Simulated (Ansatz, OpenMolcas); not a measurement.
# SiH4O2 (SMILES O[SiH2]O): methods side by side

The runs start from one conformer, not always the lowest.

SiH4O2, singlet, SMILES `O[SiH2]O`. Each level relaxes the structure for itself.

Quantity: the zero-point energy at each level's own minimum, in kJ/mol. The values are calculated.

| level | kind | program | value (kJ/mol) |
| --- | --- | --- | --- |
| HF/STO-3G | Hartree–Fock | Ansatz | 142.0 |
| HF/3-21G | Hartree–Fock | Ansatz | 125.8 |
| HF/6-31G* (Cartesian functions) | Hartree–Fock | OpenMolcas | 128.4 |
| HF/cc-pVTZ | Hartree–Fock | Ansatz | 127.5 |
| PBE/def2-SVP | GGA | Ansatz | 116.0 |
| B3LYP/6-31G* (Cartesian functions) | global hybrid | OpenMolcas | 119.6 |
| B3LYP-D4/def2-TZVP | global hybrid | Ansatz | 119.3 |
| PBE0-D4/def2-TZVP | global hybrid | Ansatz | 119.9 |
| wB97X-V/def2-TZVP | range-separated hybrid | Ansatz | 120.4 |
| MP2/6-31G* (Cartesian functions) | perturbation theory | Ansatz | 122.1 |

Harmonic and unscaled. The values span 116.0 to 142.0 kJ/mol. Without the sets that lack polarisation functions the rows with a basis span only 116.0 to 128.4 kJ/mol.
